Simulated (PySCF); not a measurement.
A structure optimised at B3LYP-D3(BJ)/def2-TZVPD, used in a PySCF frequency run:

```
C
H 1 1.0790
H 1 1.0790 2 120.00
H 1 1.0790 2 120.00 3 180.00
```
Charge 0, spin multiplicity 2.

Write its SMILES, formula and point group.

[CH3], CH₃, D3h

What are its rotational constants (standard atomic weights)?

287.08, 287.08, 143.54 GHz
